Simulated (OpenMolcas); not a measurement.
# [CF3]+: a line through the functionals

The species is [CF3]+ (4 atoms), meant as a singlet with charge +1. As SMILES, `F[C+](F)F`. Geometry: relaxed at PBE0-D4/def2-TZVP.

The HOMO–LUMO gap y, in eV, basis def2-SVPD; a is the functional's share of exact exchange. Programs: OpenMolcas 26.06.

| functional | program | a | y (eV) |
| --- | --- | --- | --- |
| TPSS | OpenMolcas | 0 | 8.05 |
| PBE | OpenMolcas | 0 | 7.76 |
| B3LYP | OpenMolcas | 0.2 | 10.59 |
| PBE0 | OpenMolcas | 0.25 | ? |
| BHLYP | OpenMolcas | 0.5 | 14.95 |

**Question.** Fit y = c + s·a to the known rows and predict PBE0.

**Answer.** 
1. Means of the 4 rows: a = 0.1750, y = 10.338.
2. Σ(Δa)² = 0.1675, Σ(Δa·Δy) = 2.3567, so the slope is 2.3567/0.1675 = 14.07.
3. Intercept: 10.338 − (14.07) × 0.1750 = 7.876. The largest residual of the fit is 0.17.
4. PBE0: 7.876 + (14.07) × 0.25 = 11.39 eV.

The run gave 11.32 eV, so the prediction is off by +0.07 eV, within the scatter of the fit. Exact exchange lowers occupied levels and raises empty ones. The rows mix families of semi-local functionals, which the line can't see.
